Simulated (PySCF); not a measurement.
Compound: C4H8.
Geometry (PBE0-D3(BJ)/def2-SVP, Å), atoms numbered from 1 in this order:
```xyz
12
C4H8 angstrom
C      1.562   -0.463    0.101
C      0.705    0.730   -0.167
C     -0.633    0.790   -0.178
C     -1.599   -0.321    0.076
H      2.224   -0.285    0.965
H      2.223   -0.673   -0.757
H      0.980   -1.372    0.307
H      1.247    1.660   -0.379
H     -1.086    1.765   -0.398
H     -1.105   -1.278    0.293
H     -2.257   -0.082    0.929
H     -2.261   -0.473   -0.793
```

Level: PBE0/pcSseg-1 and CAM-B3LYP/def2-SVPD in PySCF, non-relativistic, on one gas-phase PBE0-D3(BJ)/def2-SVP geometry that isn't relaxed in the solvent. The solvent is an IEF-PCM continuum (Bondi radii, 1.10 Å for H, scaled by 1.2). The model holds no explicit solvent molecules, cavitation or dispersion.

Gas phase at PBE0/pcSseg-1: HOMO -6.89 eV, LUMO 0.78 eV, dipole 0.26 D.

Task: What does the continuum do to the energy, the frontier levels and the dipole at PBE0/pcSseg-1 in chloroform and water?

Result: 
| solvent | ε | E(solvent) − E(gas) (kcal/mol) | polarisation term (kcal/mol) | distortion of the solute (kcal/mol) | HOMO (eV) | LUMO (eV) | dipole (D) |
| --- | --- | --- | --- | --- | --- | --- | --- |
| chloroform | 4.711 | -1.04 | -1.10 | 0.06 | -6.90 | 0.78 | 0.34 |
| water | 78.36 | -1.51 | -1.63 | 0.12 | -6.93 | 0.75 | 0.38 |

The polarisation term is half the interaction of the solute with the surface charges that it induces; the rest is the cost of distorting the solute's density. The sum is the electrostatic part of solvation alone. From chloroform to water the lowering changes by a factor 1.45, Onsager's factor (ε − 1)/(2ε + 1) by 1.38 and ε itself by 16.6.

Task: Which ESP-fitted charges (PBE0/pcSseg-1) respond most in chloroform (means over atoms taken as equivalent)?

Result: 
```json
{"atoms": "C2/C3", "environment": "alkene CH carbon", "gas (e)": "-0.178", "solvent (e)": "-0.195", "change": "-0.017"}
{"atoms": "H8/H9", "environment": "vinylic hydrogen", "gas (e)": "+0.112", "solvent (e)": "+0.119", "change": "+0.007"}
{"atoms": "H5 (×6)", "environment": "methyl hydrogen", "gas (e)": "+0.067", "solvent (e)": "+0.071", "change": "+0.004"}
{"atoms": "C1/C4", "environment": "allylic carbon", "gas (e)": "-0.136", "solvent (e)": "-0.138", "change": "-0.002"}
```

Gas phase at CAM-B3LYP/def2-SVPD: HOMO -8.22 eV, LUMO 1.54 eV, dipole 0.25 D.

Task: What does the continuum do to the energy, the frontier levels and the dipole at CAM-B3LYP/def2-SVPD in chloroform and water?

Result: 
```csv
solvent,ε,E(solvent) − E(gas) (kcal/mol),polarisation term (kcal/mol),distortion of the solute (kcal/mol),HOMO (eV),LUMO (eV),dipole (D)
chloroform,4.711,-0.96,-1.02,0.06,-8.21,1.62,0.32
water,78.36,-1.39,-1.51,0.12,-8.23,1.64,0.36
```

Task: How does the static polarisability (CAM-B3LYP/def2-SVPD, frozen core, with the continuum's full static response) change?

Result: 
```csv
medium,isotropic (au),principal values (au),⟨r²⟩ of the electrons (bohr²)
gas,52.1,"40.7, 48.3, 67.4",355.9
chloroform,64.1,"50.2, 59.1, 82.9",355.5
water,70.1,"56.0, 64.6, 89.7",355.3
```

The isotropic value in water is 1.34 times the gas-phase one; no cavity-field correction is applied. ⟨r²⟩ is taken about the centre of nuclear charge.

Rough CPU time on one thread of a shared machine: about 16 s. This is the whole shielding run at PBE0/pcSseg-1 in water, SCF included.
